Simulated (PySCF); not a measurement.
Compound: C₅H₈S.
Atom-mapped SMILES: `[CH3:1][S:2][C@:3]12[CH2:4][C@H:5]1[CH2:6]2` (hydrogens: H7, H8, H9 on C1; H10, H11 on C4; H12 on C5; H13, H14 on C6)

Computed with PySCF, PBE0-D3(BJ)/def2-SVP geometry optimisation, gas phase.

Question: Give the optimised bond lengths and angles.

Answer: 
```tsv
bond	length (Å)
C1–S2	1.809
S2–C3	1.750
C3–C4, C3–C6	1.501
C4–C5, C5–C6	1.491
C3–C5	1.476
C1–H7, C1–H8, C1–H9	1.099
C4–H10, C6–H13	1.100
C4–H11, C6–H14	1.095
C5–H12	1.089
```

Bonds in one row agree within 0.01 Å and their mean is given. A selection of angles:
```tsv
angle	degrees
S2–C1–H7	111.1
S2–C1–H9	106.7
H7–C1–H8	109.9
C1–S2–C3	100.6
S2–C3–C4	130.2
S2–C3–C5	128.7
C4–C3–C5	60.1
C4–C3–C6	97.9
C3–C4–C5	59.1
C3–C4–H10	119.4
C3–C4–H11	115.7
C5–C4–H10	119.5
C5–C4–H11	116.8
H10–C4–H11	115.0
C4–C5–C6	98.9
C4–C5–H12	129.9
C3–C5–C4	60.8
C3–C5–H12	129.5
```

Dihedral angles: C1–S2–C3–C4 -100° (anticlinal); S2–C3–C4–C5 -117° (anticlinal); C3–C4–C5–C6 -49° (synclinal); C4–C5–C6–C3 49° (synclinal); S2–C3–C5–C4 120° (anticlinal); S2–C3–C6–C5 117° (anticlinal).

The 2 C–S bonds span 1.750 Å (S2–C3, drawn single) to 1.809 Å (C1–S2, drawn single), a spread of 0.059 Å. The 3-membered ring C3–C5–C6 has internal angles of 59.1° to 60.8°. S2 (sulfide sulfur) is bent (angle 100.6°). The 3-membered ring C3–C4–C5 has internal angles of 59.1° to 60.8°. The 5 C–C bonds span 1.476 Å (C3–C5, drawn single) to 1.501 Å (C3–C4, drawn single), a spread of 0.025 Å. Of the pairs four or more bonds apart, H10···H13 is among the closest relative to their van der Waals radii: 2.45 Å, 102 % of the sum of Bondi's values.

Point group: Cs (every atom within 0.08 Å of its image). No PBE0-D3(BJ)/def2-SVP frequencies stand behind this structure, so it isn't proved a minimum. The numbers are those of one conformer.

On an Arm Neoverse N1 with one thread, no GPU, shared host, this took 55 s wall and 0.58 GiB of memory at its peak. These figures are those of the optimisation.
